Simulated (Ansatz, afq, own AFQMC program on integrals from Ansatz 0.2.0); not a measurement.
## NH⁻, doublet: AFQMC among the cluster methods

```xyz
2

N     0.0000    0.0000    0.0000
H     0.0000    0.0000    1.0366
```

Basis 6-31++G**. Only valence electrons are correlated. Ansatz 0.2.0 and our own AFQMC program on the same integrals; the CISD trial comes from CCSD amplitudes, and released means the phaseless constraint is let go. Free AFQMC starts from the CCSD state and is never constrained. Its projection time is finite, and what remains of the start isn't in its error. Error bars are statistical, one sigma.

Determinant: UHF, the one that the program's search chose, which needn't be the lowest solution. The geometry is a point of a scan.

Full CI on the same integrals is exact in this basis and with this determinant's frozen core.

Cautions: an unrestricted solution with more broken spin lies lower (270 meV, ⟨S²⟩ 1.77); the released energies are still falling, so no released level is given (meV from the phaseless value at times in 1/Eh: -0.8 ± 2.1 at 0.24, -0.7 ± 2.4 at 0.51, -4.9 ± 2.2 at 0.99, -5.9 ± 2.3 at 1.62, -8 ± 3 at 2.40), though the last usable value meets full CI within the noise.

The T1 diagnostic is 0.0239. The weight of the determinant in the CISD state is 0.922, the ⟨S²⟩ of the determinant is 0.780 and the size of the correlated space is 7 electrons in 24 orbitals.

Reference: full CI, correlation energy -4.829 eV.

| level | E − E(reference) (kJ/mol) | share of correlation (%) |
| --- | --- | --- |
| HF | 465.9 | 0.00 |
| MP2 | 53.7 | 88.47 |
| CCSD | 14.7 | 96.84 |
| CCSD(T) | 3.0 | 99.37 |
| CCSDT | 1.3 | 99.72 |
| CCSDT(Q) | -0.1 | 100.02 |
| CCSDTQ | 0.0 | 99.99 |
| ph-AFQMC/HF | -2.6 ± 1.9 | 100.56 |
| ph-AFQMC/CISD | 0.9 ± 0.3 | 99.81 |
| free AFQMC | 0.1 ± 0.3 | 99.98 |

CCSDT and higher add their correlation energy to the determinant of the CCSD(T) run, since their own runs factorise the integrals more tightly (a shift of under 2 meV). Free projections are given only where their last times agree within the noise and don't stop above the reference; a slow remainder of the start can still hide under it. A walk keeps the symmetry of its determinant, which the program's search chose and which needn't be the lowest solution, so a lower state of the same spin and another symmetry isn't excluded.
